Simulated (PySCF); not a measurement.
# Two probes of the same atoms: core binding energy and nuclear shielding

Compound: (Z)-2-butenenitrile, C₄H₅N.
Cartesian coordinates in Å at the PBE0-D3(BJ)/def2-SVP level; atoms count from 1:
```
atom  x, y, z in Å
C1    -1.1820   -0.3670    0.3861
C2    -0.1189    0.6706    0.3898
C3     1.0788    0.5797   -0.2136
C4     1.4884   -0.5686   -0.9557
N5     1.8202   -1.5017   -1.5606
H6    -1.4600   -0.6378    1.4178
H7    -0.8723   -1.2766   -0.1467
H8    -2.0968    0.0241   -0.0895
H9    -0.3305    1.5987    0.9327
H10    1.7975    1.4018   -0.1559
```

Binding energies: delta-SCF UKS SCAN, pcX-2 on the ionised atom, pcseg-1 elsewhere, spin-free X2C (PySCF 2.14.0). Shieldings: GIAO PBE0/pcSseg-1, non-relativistic, same geometry.

```tsv
atom	isotropic shielding (ppm)
C1	164.0
C2	23.7
C3	76.7
C4	64.2
```

What are the C 1s binding energies of these atoms?

| atom | environment | C 1s (eV) | isotropic shielding (ppm) |
| --- | --- | --- | --- |
| C1 | allylic carbon | 291.48 | 164.0 |
| C2 | alkene CH carbon | 291.48 | 23.7 |
| C3 | alkene CH carbon | 291.76 | 76.7 |
| C4 | nitrile carbon | 292.18 | 64.2 |

Among the listed atoms, is the one with the highest binding energy also the least shielded?

No. The highest binding energy is at C4 (292.18 eV, shielding 64.2 ppm), the lowest shielding at C2 (23.7 ppm, 291.48 eV).

By binding energy: C1 ≈ C2 < C3 < C4. By shielding: C2 < C4 < C3 < C1.

The unrestricted hole states depart most from a pure doublet (⟨S²⟩ = 0.75; over 0.85 named) for C 1s of C2 (0.86), which makes this value less certain. Geometry: PBE0-D3(BJ)/def2-SVP; no solvent, vibrations or thermal averaging.
